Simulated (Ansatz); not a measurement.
**SiH3+: a relaxation**

Aim: see where a relaxation from this start ends.

Method: BHLYP-D4/STO-3G; program: Ansatz 0.2.0, Gaussian basis.

## 1. The starting structure

The start, displaced at random: 4 atoms, charge 1, spin multiplicity 1.

Atoms are counted from 1 here; the program's logs count them from 0.

Bond lengths: Si1–H2 1.558 Å, Si1–H3 1.546 Å, Si1–H4 1.372 Å. Angles: H2–Si1–H3 106.2°, H2–Si1–H4 124.5°, H3–Si1–H4 128.9°.

Geometry (Å):

```
Si   -0.0406   -0.0238   -0.1987
H     0.5648    0.4935    1.1406
H    -0.0323   -1.5667   -0.1083
H    -0.5896    0.7799   -1.1652
```

## 2. The relaxation

Contents of run/in.yaml:

```yaml
crystal:
  periodic: [false, false, false]
  atoms:
    - {symbol: Si, position_ang: [-0.040577, -0.023842, -0.198734]}
    - {symbol: H, position_ang: [0.564782, 0.493460, 1.140568]}
    - {symbol: H, position_ang: [-0.032258, -1.566736, -0.108339]}
    - {symbol: H, position_ang: [-0.589579, 0.779863, -1.165162]}
basis:
  gaussian: {orbitals: STO-3G}
total_charge: 1
hamiltonian: {xc: {name: BHLYP}, dispersion: d4}
relax: {f_tol: 0.01, max_steps: 30, max_displacement: 0.5}
```

The run is started by

```bash
ansatz run in.yaml --threads 2 --pin off --events-out ev --progress --plain --max-ram 3481MiB
```

Before running it: what results should come out? Wanted: energy change; last largest force; RMSD from the start.

As calculated:

| quantity | value |
| --- | --- |
| steps | 4 |
| energy change | -10.9 kcal/mol |
| last largest force | 0.0008 eV/Å |
| RMSD from the start | 0.092 Å |

It converged in 4 steps at a force tolerance of 0.01 eV/Å.
